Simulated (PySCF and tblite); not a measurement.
Values are calculated unless marked as measured or tabulated.
System: C₃H₂O₂, numbered as in [CH:1]#[C:2][C:3](=[O:4])[OH:5].

Motion: shift of H on O5 from O5 to O4. GFN2-xTB gives an electronic barrier of 34.3 kcal/mol.

Tunnelling of the moving H, left out here, will speed the real process. In real samples such hydrogens mostly exchange between molecules or through solvent, far faster than by this path.

(1) What does PBE0/pcSseg-1 + D3(BJ) give on PBE0-D3(BJ)/def2-SVP geometries?

(2) And the level of the geometries itself, PBE0-D3(BJ)/def2-SVP?

Programs: tblite and PySCF.

## Answers

(1) A barrier of 33.5 kcal/mol, 0.8 below the tight-binding barrier (from unrounded values) and, with GFN2-xTB thermal terms, ΔG‡(298 K) = 30.6 kcal/mol and k = 2.2×10⁻¹⁰ s⁻¹ (1 equivalent path).

(2) 33.6 kcal/mol.
